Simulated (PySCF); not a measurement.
Compound: C5H5 (charge +1).
Cartesian coordinates in Å at the PBE0-D3(BJ)/def2-SVP level; atoms count from 1:
```
atom  x, y, z in Å
C1     1.5835    0.7134    0.6870
C2     0.8760   -0.4027    0.4180
C3    -0.4139   -0.3117   -0.1712
C4    -1.4626    0.4272   -0.6888
C5    -1.5521   -0.9203   -0.6653
H6     1.1912    1.7105    0.4634
H7     2.5776    0.6535    1.1393
H8     1.2610   -1.4015    0.6386
H9    -1.9115    1.3902   -0.9402
H10   -2.1195   -1.8267   -0.8853
```

The closed-shell ground state was solved at several levels (PySCF, density fitting, gas phase, non-relativistic).

```json
{"level": "PBE0/pcSseg-1", "basis functions": "110", "total energy (Eh)": "-192.8945", "HOMO (eV)": "-13.76", "LUMO (eV)": "-7.68", "gap (eV)": "6.08"}
{"level": "KT2/pcSseg-2", "basis functions": "250", "total energy (Eh)": "-196.7219", "HOMO (eV)": "-12.69", "LUMO (eV)": "-8.54", "gap (eV)": "4.15"}
{"level": "wB97X-D/def2-SVPD", "basis functions": "140", "total energy (Eh)": "-192.9525", "HOMO (eV)": "-15.52", "LUMO (eV)": "-5.82", "gap (eV)": "9.70"}
```

**Question.** What might B3LYP/pcJ-1 (185 basis functions) give for the same quantities?

**Answer.** Total energy -193.1689 Eh, HOMO -13.51 eV, LUMO -7.86 eV, gap 5.65 eV.

**Question.** Over all these levels, which gives the widest orbital gap and which the narrowest?

**Answer.** wB97X-D/def2-SVPD (range-separated hybrid) has the widest, 9.70 eV, and KT2/pcSseg-2 (GGA) the narrowest, 4.15 eV. Functional and basis both differ between the two, so the spread mixes both effects.

One conformer stands for the species.

Note: wB97X-D ran without an empirical dispersion term, which enters the total energy and its gradient alone.
